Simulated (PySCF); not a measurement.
**Electronic absorption of C5H9F**

Species: C5H9F.
SMILES: `C=C(C)CCF`

Level of theory: PySCF, TDDFT CAM-B3LYP/def2-SVPD, vertical, gas phase, core orbitals frozen in the response. One conformer (not necessarily the lowest) at the PBE0-D3(BJ)/def2-SVP geometry, without solvent, vibrations or thermal averaging. Torsions of this conformer, `[CH2:1]=[C:2]([CH3:3])[CH2:4][CH2:5][F:6]`: C1–C2–C4–C5 -109°, C2–C4–C5–F6 -68°.

**Question.** Predict the UV-vis stick spectrum at this level.

**Answer.** 

```csv
state,λ (nm),E (eV),f,"main configurations (H = HOMO, L = LUMO)"
S1,180.3,6.88,0.133,H→L (84%)
S2,172.9,7.17,0.276,"H→L+1 (87%), H→L (8%)"
S3,157.2,7.89,0.018,"H→L+2 (64%), H→L+3 (21%), H→L+6 (8%)"
S4,153.4,8.08,0.018,"H→L+3 (46%), H→L+4 (23%), H→L+2 (9%)"
S5,152.6,8.13,0.0041,"H-1→L (46%), H-1→L+1 (21%)"
S6,150.4,8.24,0.023,"H→L+4 (66%), H→L+3 (18%), H→L+2 (9%)"
S7,143.0,8.67,0.021,"H→L+6 (56%), H→L+5 (16%)"
S8,141.9,8.74,0.017,"H→L+7 (38%), H→L+5 (18%), H-3→L (12%)"
S9,141.2,8.78,0.018,"H-3→L (31%), H-3→L+1 (15%), H→L+7 (15%)"
S10,137.4,9.02,0.023,"H→L+5 (48%), H→L+7 (18%), H→L+6 (10%)"
```

Triplets (Tamm–Dancoff): T1 4.27 eV, H→L (49%), H→L+1 (37%); T2 6.83 eV, H→L+1 (55%), H→L (35%); T3 7.70 eV, H-1→L (44%), H-1→L+1 (22%), H-3→L (9%); T4 7.80 eV, H→L+2 (66%), H→L+3 (12%), H→L+6 (9%).

The lowest singlet comes at 180 nm (664 kJ/mol) in the vacuum ultraviolet; it is of moderate strength; its leading configuration is HOMO→LUMO (84%). The strongest level in the table is S2 at 7.17 eV (173 nm, f = 0.276). Löwdin shares by element: HOMO carbon 82% or more (atoms not listed hold the other 18%); LUMO carbon 54% or more (atoms not listed hold the other 46%). Weighted by f, the mean energy of these states is 7.44 eV. Of the 10 states listed, 9 reach f = 0.01 and none stays under 0.0005. The oscillator strengths of these states sum to 0.551; summed over the whole spectrum of an exact calculation they would give the number of electrons, 48 (Thomas–Reiche–Kuhn). All these states lie below the vertical ionisation energy of 9.37 eV (ΔSCF). The window holds the lowest 10 singlets.
